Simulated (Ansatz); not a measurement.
`CCCCC(C)(C)C`. The species carries charge 0 and has multiplicity 1.

```csv
atom,x (Å),y (Å),z (Å)
C1,-3.0984,-0.7379,0.6375
C2,-2.5605,0.1719,-0.4554
C3,-1.1451,0.6801,-0.2046
C4,-0.0960,-0.4211,-0.2091
C5,1.3669,0.0176,-0.0443
C6,2.2365,-1.2370,-0.0584
C7,1.5677,0.7431,1.2837
C8,1.7974,0.9266,-1.1927
H9,-4.1358,-1.0193,0.4421
H10,-2.5206,-1.6610,0.7214
H11,-3.0678,-0.2396,1.6112
H12,-2.5882,-0.3544,-1.4170
H13,-3.2286,1.0329,-0.5629
H14,-1.1264,1.2112,0.7539
H15,-0.9017,1.4219,-0.9717
H16,-0.1798,-0.9807,-1.1503
H17,-0.3193,-1.1385,0.5888
H18,3.2944,-0.9832,0.0537
H19,2.1204,-1.7845,-0.9983
H20,1.9649,-1.9122,0.7583
H21,1.2417,0.1223,2.1236
H22,2.6240,0.9822,1.4354
H23,1.0093,1.6812,1.3214
H24,2.8603,1.1707,-1.1110
H25,1.6402,0.4391,-2.1594
H26,1.2445,1.8686,-1.1960
```

**Question.** Give the diagnostics of a CCSD(T)/def2-TZVPP run (frozen core, the Gaussian-basis code of Ansatz). (An estimate is asked.)

**Answer.** Computed: T1 = 0.0086, largest single amplitude 0.006, largest double 0.007, (T) share of the correlation energy 3.8 %, 7 CCSD cycles. The RHF solution is stable towards an unrestricted one. T1 lies under the customary mark of 0.02 for closed shells.
